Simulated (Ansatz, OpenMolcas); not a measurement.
Strength of the Si–H bond: SiH2(CH3)F → SiH(CH3)F + H

Species: SiH2(CH3)F, singlet; SiH(CH3)F, doublet; H atom, doublet. 

Shapes, held fixed at every level: PBE0-D4/def2-TZVP. Programs: Ansatz 0.2.0, OpenMolcas 26.06. The zero-point and thermal change to 298 K, harmonic and unscaled (PBE0-D4/def2-TZVP), is -19.1 kJ/mol.

```tsv
level	kind	ΔH(298 K) (kJ/mol)	less CCSD(T)/CBS estimate
HF/def2-TZVPP	Hartree–Fock	+314.5	-87.3
B3LYP/6-31G* (Cartesian functions)	global hybrid	+389.5	-12.3
B3LYP-D4/def2-TZVPP	global hybrid	+389.9	-11.9
BHLYP-D4/def2-TZVPP	global hybrid	+394.0	-7.8
wB97M-V/def2-TZVPP	range-separated hybrid	+400.6	-1.2
B2PLYP/def2-TZVPP	double hybrid	+390.3	-11.5
CCSD(T)/def2-TZVPP	coupled cluster or CI	+395.1	-6.7
CCSD(T)/CBS estimate	coupled cluster or CI	+401.8	0.0
```

The highest level, CCSD(T)/CBS estimate, gives ΔH(298 K) = +401.8 kJ/mol; the levels span +314.5 to +401.8. The column of differences is taken from that level and isn't an error. Hartree–Fock misses the correlation of the pair that is broken and comes out low. No measured value is set beside it here. Open shells run unrestricted unless RO is named. The CBS estimate extrapolates MP2 from def2-TZVPP and def2-QZVPP and adds CCSD(T) − MP2 in the triple-zeta set, cores frozen.
